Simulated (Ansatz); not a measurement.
Results of r²SCAN in Ansatz (PAW) for body-centred tetragonal In.

Settings: plane-wave cutoff 560 eV, 24×24×24 k mesh, Fermi–Dirac smearing 0.05 eV, scalar-relativistic PAW data made under PBE.

Energies at three volumes about the minimum:

| V (Å³/atom) | E − E_lowest (meV/atom) |
|---|---|
| 25.748 | 1.39 |
| 26.274 | 0.00 |
| 26.799 | 1.38 |

### Question
Fit a parabola by hand: where is the minimum, and what is the bulk modulus?

### Answer
Slopes: (0.00 − 1.39)/(26.274 − 25.748) = -2.643 and (1.38 − 0.00)/(26.799 − 26.274) = 2.629 meV/Å³. Curvature E″ = 2 × (2.629 − (-2.643))/(26.799 − 25.748) = 10.032 meV/Å⁶. From the middle of the first interval, the slope vanishes at V0 = 26.0110 − (-2.643)/10.032 = 26.274 Å³/atom. B = V0 E″ = 26.274 × 10.032 meV/Å³ × 0.1602 GPa per meV/Å³ = 42.2 GPa. The full Birch–Murnaghan fit to all volumes gives V0 = 26.264 Å³/atom and B0 = 42.3 GPa.

Shape and atoms are relaxed at each volume.

Measured, for comparison: bulk modulus 44.7 GPa (copied from a table, unchecked, extrapolated to 0 K and zero-point effects removed; as tabulated in Lejaeghere et al. (2013), arXiv:1204.2733). Computed (rounded) less measured: bulk modulus not scored (unchecked).

Note: the bulk modulus comes from volumes at which shape and atoms were relaxed.

Ansatz is a first-principles code.
